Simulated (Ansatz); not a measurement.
The input, for Ansatz 0.2.0:

```yaml
crystal:
  periodic: [false, false, false]
  atoms:
    - {symbol: Ge, position_ang: [0.000000, 0.000000, 0.000000]}
    - {symbol: B, position_ang: [0.000000, 0.000000, 4.470000]}
basis:
  gaussian: {orbitals: cc-pVDZ}
magnetization: {spin_polarized: false, initial_magnetization: 1}
correlation: {method: ccsdt_q_b, electrons: outside_noble_gas}
```

```sh
$ ansatz run in.yaml --threads 1 --pin off --events-out ev --progress --plain --max-ram 2393MiB
```

Output:

```
740 factors; integrals over basis functions are off by at most 1.5e-7 eV
mean field evaluation 1: about -57133.8160 eV, gradient 1.1e1 eV
mean field evaluation 2: about -57133.8203 eV, gradient 1.1e1 eV
mean field evaluation 4: about -57133.4691 eV, gradient 1.9e1 eV
mean field evaluation 8: about -57137.2806 eV, gradient 1.8e0 eV
mean field evaluation 16: about -57137.3341 eV, gradient 9.2e-7 eV
mean field evaluation 32: about -57136.2017 eV, gradient 9.9e-4 eV
mean field evaluation 64: about -57136.0614 eV, gradient 9.6e0 eV
mean field evaluation 96: about -57137.2831 eV, gradient 2.6e-1 eV
mean field evaluation 128: about -57137.3216 eV, gradient 1.2e-2 eV
mean field evaluation 160: about -57137.3111 eV, gradient 1.3e0 eV
...
cycle 107  -6.05446391 eV  change    1.8e-7 eV  update   2.3e-6
cycle 108  -6.05446451 eV  change   -6.0e-7 eV  update   1.4e-6
cycle 109  -6.05446509 eV  change   -5.8e-7 eV  update   1.7e-6
cycle 110  -6.05446522 eV  change   -1.3e-7 eV  update   2.6e-6
cycle 111  -6.05446505 eV  change    1.7e-7 eV  update   2.8e-6
cycle 112  -6.05446479 eV  change    2.6e-7 eV  update   2.8e-6
cycle 113  -6.05446443 eV  change    3.6e-7 eV  update   1.8e-6
cycle 114  -6.05446417 eV  change    2.6e-7 eV  update   9.9e-7
cycle 115  -6.05446403 eV  change    1.4e-7 eV  update   7.9e-7
cycle 116  -6.05446395 eV  change    8.4e-8 eV  update   1.9e-7
perturbative correction -0.01715212 eV, -0.0006303287 hartree
WARN: these amplitudes may be one of several solutions (largest doubles amplitude 0.85, level shift 4.51 eV)
Total energy: -57142.27327568 eV, -2099.9398104574 hartree
```

Ran on 1 thread of Arm Neoverse V2, shared host: 58 s wall, 0.23 GiB peak host memory.
